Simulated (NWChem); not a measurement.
# CH2 in NWChem

```
C
H 1 1.0897
H 1 1.0897 2 134.26
```
Charge 0, spin multiplicity 3.

Everything below was run with NWChem. All single points use one geometry, from UPBE0/def2-SVP, a minimum by its harmonic frequencies.

The correlated methods keep 1 core orbital frozen. The Pople sets run with spherical d functions. This spin state was chosen for the runs; another may lie lower. The structure started from a generated list of species. The unpaired electrons of the parent sit in orbitals of symmetry a1 and b2 (C2v labels of the run); other states weren't searched. The stability of the SCF solutions was not checked.

Worked example. A B2PLYP run in 6-311G** ends its self-consistent part (53 % exact exchange, 47 % B88, 73 % LYP) at -39.08311 Ha, and second-order perturbation theory on those orbitals gives -0.12141 Ha unscaled.

The perturbative term enters with the weight 0.27: -39.08311 + 0.27·(-0.12141) = -39.11589 Ha is the total energy.
